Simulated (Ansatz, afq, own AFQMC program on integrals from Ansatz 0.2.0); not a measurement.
GeH₃, doublet: AFQMC among the cluster methods

```
atom    x (Å)    y (Å)    z (Å)
  Ge   0.0064  -0.0107  -0.0227
   H   1.4714   0.0062   0.4486
   H  -1.2194   2.0550   0.7425
   H  -0.7128  -1.2885   0.4449
```

Basis 6-31G. Noble-gas cores (and the filled d shells of Ga–Kr and In–Xe) are frozen. Integrals, coupled cluster, full CI and functionals: Ansatz 0.2.0; the random walks run on the same integrals in our own AFQMC program. ph-AFQMC/CISD is guided by a CISD state made of CCSD amplitudes; releasing the constraint for a short imaginary time cuts its bias at the price of noise, slowly where states lie close. Error bars are statistical, one sigma. No spin–orbit coupling.

Determinant: UHF, the one that the program's search chose, which needn't be the lowest solution. The geometry is a point of a scan.

Full CI on the same integrals is exact in this basis and with this determinant's frozen core.

Cautions: no relativity below Rb; no spin-orbit coupling; inner d shell frozen; strong correlation (T1 0.093, weight of the determinant 0.74, largest double 0.31); unrestricted determinant spin contaminated (⟨S²⟩ 1.13 against 0.75); the released energy hasn't reached full CI (17 meV above it at 2.40 1/Eh), so no released level is given (meV from the phaseless value at times in 1/Eh: -0.3 ± 1.6 at 0.24, -1.8 ± 1.4 at 0.51, -2.7 ± 1.2 at 0.99, -2.6 ± 1.3 at 1.62, -4.1 ± 1.5 at 2.40).

* T1 diagnostic: 0.0925
* weight of the determinant in the CISD state: 0.741
* ⟨S²⟩ of the determinant: 1.125
* size of the correlated space: 7 electrons in 21 orbitals

```json
{"level": "MP2", "correlation energy (eV)": "-1.1576"}
{"level": "CCSD", "correlation energy (eV)": "-2.0238"}
{"level": "CCSD(T)", "correlation energy (eV)": "-2.0789"}
```

Question: Estimate where phaseless AFQMC with a CISD trial lies against CCSD(T) on the same integrals.

Answer: 1.8 ± 0.2 kJ/mol below CCSD(T).

Reference: full CI, correlation energy -2.119 eV. The cautions show a poor starting determinant, so the rows tell how each method copes with it here, and full CI is the sure value.

```tsv
level	E − E(reference) (kJ/mol)	share of correlation (%)
CCSD(T)	3.8	98.13
ph-AFQMC/CISD	2.0 ± 0.2	99.00
```

A walk keeps the symmetry of its determinant, which the program's search chose and which needn't be the lowest solution, so a lower state of the same spin and another symmetry isn't excluded.
